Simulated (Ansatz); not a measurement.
**Property card for KTaO$_{3}$**

Level of theory: DFT r2SCAN, scalar-relativistic, plane waves, PAW in Ansatz 0.2.0.

Cutoff 500 eV; k points 6×6×6 on the computed 5-atom cell (Γ-centred); Gaussian smearing, width 0.02 eV; no spin polarisation.

The structure is relaxed at this level of theory with its symmetry kept.

```cif
data_structure
_symmetry_space_group_name_H-M 'P 1'
_symmetry_Int_Tables_number 1
_cell_length_a 3.9902
_cell_length_b 3.9902
_cell_length_c 3.9902
_cell_angle_alpha 90.000
_cell_angle_beta 90.000
_cell_angle_gamma 90.000
_cell_volume 63.53
loop_
_atom_site_label
_atom_site_type_symbol
_atom_site_fract_x
_atom_site_fract_y
_atom_site_fract_z
_atom_site_occupancy
K1 K 0.50000 0.50000 0.50000 1
Ta1 Ta 0.00000 0.00000 0.00000 1
O1 O 0.50000 0.00000 0.00000 1
O2 O 0.00000 0.50000 0.00000 1
O3 O 0.00000 0.00000 0.50000 1
```

```
Space group                                                                                                                                 : Pm-3m (No. 221)
Volume per atom                                                                                                                             : 12.71 Å³
Formation energy from the elements' standard states (uncorrected)                                                                           : -2.928 eV/atom
Generalised Kohn–Sham band gap                                                                                                              : 2.63 eV, indirect from R to Γ
Löwdin character of the top 1 eV of the valence band                                                                                        : O 2p 97 %
Löwdin character of the lowest 1 eV of the conduction band                                                                                  : Ta 5d 89 %, O 2p 9 %
Electron masses at the edge by Cartesian direction of the standard setting (m_e; degenerate bands sorted by energy; no spin-orbit coupling) : x: 6.6, 0.28, 0.28; y: 6.6, 0.28, 0.28; z: 6.6, 0.28, 0.28
Hole masses at the edge by Cartesian direction of the standard setting (m_e; degenerate bands sorted by energy; no spin-orbit coupling)     : x: 24, 1.0, 1.0; y: 24, 1.0, 1.0; z: 24, 1.0, 1.0
Bulk modulus                                                                                                                                : 209 GPa
Its pressure derivative                                                                                                                     : 4.4
Bader charges (e)                                                                                                                           : K (1 in the cell) 0.84, Ta (1 in the cell) 3.04, O (3 in the cell) -1.29
```

Spin-orbit coupling is left out, which matters for the bands of heavy elements.

Symmetry holds off the tilts and polar distortions that many cubic perovskites undergo.